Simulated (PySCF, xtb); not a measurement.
N₂O, SMILES N#[N+][O-].

Harmonic wavenumbers (cm⁻¹) from GFN2-xTB (xtb) at its own minimum, in rising order: 552, 552, 1443, 2651.

Question: What does PBE0-D3(BJ)/def2-TZVP run with PySCF give at its own minimum? (An estimate is asked for; the answer gives what the named calculation found.)

Answer: 641, 641, 1377, 2410. Paired by order, the mean absolute difference is 121 cm⁻¹ and the zero-point energies are 7.4 and 7.2 kcal/mol.
